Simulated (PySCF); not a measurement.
**Level of theory and adiabatic energies of losing or gaining an electron: trisilane**

Structure: `[SiH3][SiH2][SiH3]` (H8Si3).

All levels share the PBE0-D3(BJ)/ma-def2-SVP structures and the GFN2-xTB thermal terms; only the single-point energies (PySCF) change. Values are adiabatic energies of losing or gaining an electron (0 K, eV).

Measured (NIST Chemistry WebBook): adiabatic ionisation energy 9.20 eV.

```jsonl
{"level": "PBE0-D3(BJ)/def2-TZVPD", "ionisation energy to the radical cation": "9.02", "time": "84 s"}
{"level": "PBE0-D3(BJ)/ma-def2-TZVP", "ionisation energy to the radical cation": "9.02", "time": "–"}
{"level": "B3LYP-D3(BJ)/ma-def2-TZVP", "ionisation energy to the radical cation": "9.05", "time": "47 s"}
{"level": "PBE0-D3(BJ)/6-311+G**", "ionisation energy to the radical cation": "9.11", "time": "41 s"}
{"level": "LC-ωPBE/ma-def2-TZVP", "ionisation energy to the radical cation": "9.22", "time": "95 s"}
```

Times are wall times for all single points of a level on 1 thread of Arm Neoverse V1, a shared host; the dash marks the run that also made the structures. LC-ωPBE ran on a slower path of this set-up, which computes the density-fitting integrals anew in every SCF cycle while the other levels store them. This lengthens the times of such levels.

The spread: 0.20 eV, from 9.02 to 9.22.
